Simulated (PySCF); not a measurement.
Assignment exercise: C$_{4}$H$_{8}$F$_{2}$

Geometry:
| atom | x (Å) | y (Å) | z (Å) |
| --- | --- | --- | --- |
| C1 | -1.528 | -0.229 | 0.565 |
| C2 | -0.615 | -0.582 | -0.603 |
| C3 | 0.609 | 0.325 | -0.692 |
| C4 | 1.506 | 0.355 | 0.532 |
| F5 | 1.352 | -0.057 | -1.780 |
| F6 | 0.210 | 1.601 | -0.990 |
| H7 | -2.446 | -0.807 | 0.500 |
| H8 | -1.053 | -0.449 | 1.517 |
| H9 | -1.785 | 0.827 | 0.536 |
| H10 | -0.263 | -1.611 | -0.525 |
| H11 | -1.161 | -0.478 | -1.544 |
| H12 | 0.984 | 0.832 | 1.357 |
| H13 | 1.788 | -0.657 | 0.806 |
| H14 | 2.401 | 0.929 | 0.300 |

- GFN2-xTB geometry
- NMR shieldings at PBE0/pcSseg-1/GIAO
- run in PySCF 2.14.0 with density-fitted response routines
- gas phase, non-relativistic, averaged over atoms made equivalent by symmetry, fast rotation or ring inversion, one conformer

Referencing at the same level of theory: TMS for ¹³C (σref 186.93), ¹H (σref 31.72).

**Question.** Assign these signals to the numbered atoms. ¹³C{¹H} NMR (computed): δ 130.6 (C), 36.1 (CH2), 24.1 (CH3), 10.5 (CH3).

**Answer.** 
| δ (ppm) | atoms | environment | reason |
| --- | --- | --- | --- |
| 130.6 | C3 | fully substituted sp3 carbon bonded to 2 F | 2 electronegative neighbours deshield it |
| 36.1 | C2 | sp3 CH2 | a saturated carbon with 2 carbon neighbours and no heteroatom attached |
| 24.1 | C4 | methyl carbon | saturated and bonded to C and H only |
| 10.5 | C1 | methyl carbon | – |

**Question.** Assign these signals to the numbered atoms. ¹H NMR (500 MHz, computed): δ 1.88 (m, 2H), 1.57 (m, 3H), 1.05 (t, 3H).

**Answer.** 
| δ (ppm) | atoms | environment | reason |
| --- | --- | --- | --- |
| 1.88 | H10/H11 | hydrogen on an sp3 CH2 | – |
| 1.57 | H12/H13/H14 | hydrogen on a methyl carbon | – |
| 1.05 | H7/H8/H9 | hydrogen on a methyl carbon | far from electronegative atoms and π systems |

Splittings by ¹⁹F in the carbon and heteronuclear signals aren't shown, as no couplings were computed. Shifts are as computed. Against solution values, carbons near 30 ppm lie about +3 ppm off and those near 130 ppm about +5 ppm. Of 1211 compounds with measured shifts, 218 miss one by over three times the rms of a fit or turn the order of signals round; such compounds aren't used in these exercises. Multiplicities follow the n + 1 count of equivalent neighbours, as no J values were calculated; m marks all less simple cases, F and P coupling included.
